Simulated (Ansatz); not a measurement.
C2H7N, SMILES `CNC` (charge 0, multiplicity 1).

All values below come from frozen-core CCSD(T)/cc-pVQZ // PBE0-D3(BJ)/def2-TZVP (Ansatz, a quantum-chemistry and plane-wave program).

Ansatz 0.2 input:
```yaml
crystal:
  periodic: [false, false, false]
  atoms:
    - { symbol: C, position_ang: [1.153135, 0.358837, 0.039173] }
    - { symbol: N, position_ang: [0.142122, -0.652729, 0.242706] }
    - { symbol: C, position_ang: [-1.157161, -0.249055, -0.242832] }
    - { symbol: H, position_ang: [1.312734, 0.50324, -1.033465] }
    - { symbol: H, position_ang: [2.100616, 0.031931, 0.472165] }
    - { symbol: H, position_ang: [0.896261, 1.342568, 0.46889] }
    - { symbol: H, position_ang: [0.083675, -0.886263, 1.22494] }
    - { symbol: H, position_ang: [-1.120544, -0.137011, -1.330482] }
    - { symbol: H, position_ang: [-1.896406, -1.019777, -0.015729] }
    - { symbol: H, position_ang: [-1.514431, 0.708259, 0.17463] }
basis:
  gaussian: { orbitals: cc-pVQZ }
correlation:
  method: ccsd_t
```

Output:

```
Functional definition: HF
2158 factors; integrals over basis functions are off by at most 1.3e-3 eV
mean field evaluation 1: about -3651.9117 eV, gradient 3.2e1 eV
mean field evaluation 2: about -3651.9121 eV, gradient 3.2e1 eV
mean field evaluation 4: about -3654.5082 eV, gradient 3.7e0 eV
mean field evaluation 8: about -3654.5494 eV, gradient 1.9e-4 eV
mean field evaluation 16: about -3654.5491 eV, gradient 2.0e-1 eV
mean field -3654.54936039 eV, -134.3022118520 hartree, gradient 1.5e-6 eV, S^2 0.000000; 0 other end points of the search recorded, 0 dependent functions left out
3 core orbitals not correlated
reference -3654.54936039 eV, -134.3022118520 hartree; 10, 10 occupied and 362, 362 virtual orbitals, 2158 factors
second order -16.70712760 eV of doubles, -0.00000000 eV of singles
cycle   1  -17.02168477 eV  change   -3.1e-1 eV  update   7.3e-2
cycle   2  -17.41473661 eV  change   -3.9e-1 eV  update   2.0e-2
cycle   3  -17.47144548 eV  change   -5.7e-2 eV  update   8.0e-3
cycle   4  -17.46864645 eV  change    2.8e-3 eV  update   1.7e-3
cycle   5  -17.46897014 eV  change   -3.2e-4 eV  update   7.0e-4
cycle   6  -17.46925020 eV  change   -2.8e-4 eV  update   1.8e-4
cycle   7  -17.46915695 eV  change    9.3e-5 eV  update   7.1e-5
cycle   8  -17.46914565 eV  change    1.1e-5 eV  update   2.5e-5
cycle   9  -17.46915504 eV  change   -9.4e-6 eV  update   8.7e-6
perturbative correction -0.66927166 eV, -0.0245952798 hartree
Total energy: -3672.68778709 eV, -134.9687867384 hartree
```
